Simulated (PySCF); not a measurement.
**[BH₂···H···H], doublet: the ladder up to RCCSDT**

All five atoms lie in one plane.

Geometry: a point of a hydrogen-transfer path between rigid fragments, not a stationary point.

```xyz
5

B    -0.1596    0.0000    0.0000
H    -0.7563    1.0336    0.0000
H    -0.7563   -1.0336    0.0000
H     1.1574    0.0000    0.0000
H     2.0664    0.0000    0.0000
```

Basis cc-pVDZ; PySCF 2.14.0. Only valence electrons are correlated (noble-gas cores frozen), which leaves 7 electrons in 33 orbitals. R marks a restricted (for open shells ROHF) determinant, U an unrestricted one.

Full CI isn't at hand for all of this; RCCSDT serves as the reference. It lacks quadruple excitations. The frozen core follows each run's orbitals, which can shift R against U totals by a few meV.

```
UHF ⟨S²⟩                          : 0.769
T1 diagnostic (ROHF- or RHF-based CCSD)             : 0.0197
largest doubles amplitude (ROHF- or RHF-based CCSD) : 0.045
T1 diagnostic (UCCSD)             : 0.0110
```

```json
{"level": "RHF", "E − E(RCCSDT) (meV)": "3773", "share of correlation (%)": "0.00", "wall time": "–"}
{"level": "UHF", "E − E(RCCSDT) (meV)": "3590", "share of correlation (%)": "4.85", "wall time": "–"}
{"level": "RMP2", "E − E(RCCSDT) (meV)": "813", "share of correlation (%)": "78.45", "wall time": "–"}
{"level": "UMP2", "E − E(RCCSDT) (meV)": "830", "share of correlation (%)": "78.00", "wall time": "–"}
{"level": "RCCSD", "E − E(RCCSDT) (meV)": "72", "share of correlation (%)": "98.10", "wall time": "–"}
{"level": "UCCSD", "E − E(RCCSDT) (meV)": "69", "share of correlation (%)": "98.18", "wall time": "–"}
{"level": "RCCSD(T)", "E − E(RCCSDT) (meV)": "14", "share of correlation (%)": "99.63", "wall time": "1.4 s"}
{"level": "UCCSD(T)", "E − E(RCCSDT) (meV)": "14", "share of correlation (%)": "99.63", "wall time": "1.1 s"}
{"level": "UCCSDT", "E − E(RCCSDT) (meV)": "0", "share of correlation (%)": "100.00", "wall time": "47 s"}
```

The correlation energy at RCCSDT, counted from RHF, is -3.773 eV. That run took 48 s on 1 thread of Arm Neoverse N1, shared host.

Times are those of the correlated step on a shared host, with one SCF added for the restricted CCSD run; they ran on 1 thread of Arm Neoverse N1.
